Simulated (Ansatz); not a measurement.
For CaB6-type LaB₆, PBEsol (PAW; Ansatz, a first-principles code) gives:

```
Property                      Value
-------------------------  --------
lattice parameter a         4.130 Å
bulk modulus                180 GPa
elastic constant C11        489 GPa
elastic constant C44       90.5 GPa
polycrystal shear modulus   133 GPa
```

Problem. What does r²SCAN (PAW; Ansatz) give for the same quantities?

Solution. 
- lattice constant a: 4.153 Å (goes up by 0.6 %)
- bulk modulus: 180 GPa (is nearly the same)
- elastic constant C11: 493 GPa (grows by 0.8 %)
- elastic constant C44: 97.3 GPa (grows by 7.5 %)
- Voigt–Reuss–Hill shear modulus: 140 GPa (goes up by 5.3 %)

For comparison: lattice constant a 4.157 Å (measured, 296 K, not corrected to a static lattice; as tabulated in Tsubota and Kitagawa (2017), doi:10.1038/s41598-017-15766-y); bulk modulus 164 ± 2 GPa (measured, room temperature, no zero-point or thermal correction, isothermal; as tabulated in LaB6 under pressure, Phys. Rev. B 80, 172104 (doi 10.1103/PhysRevB.80.172104)); elastic constant C11 477 ± 26 GPa (measured, temperature not stated, no zero-point or thermal correction; as tabulated in Z. Phys. B, doi 10.1007/BF01469434 (note on Brillouin scattering of LaB6)); elastic constant C44 90 ± 5 GPa (measured, temperature not stated, not corrected to a static lattice; as tabulated in Z. Phys. B, doi 10.1007/BF01469434 (note on Brillouin scattering of LaB6)).

Changes are worked out from the printed values.

Unless a cell is named, each level is at its own relaxed cell (PBEsol 10.06, r²SCAN 10.23 Å³/atom).

Ansatz's density-functional and Hartree–Fock values are scalar-relativistic unless marked +SOC, with PAW data made under PBE.
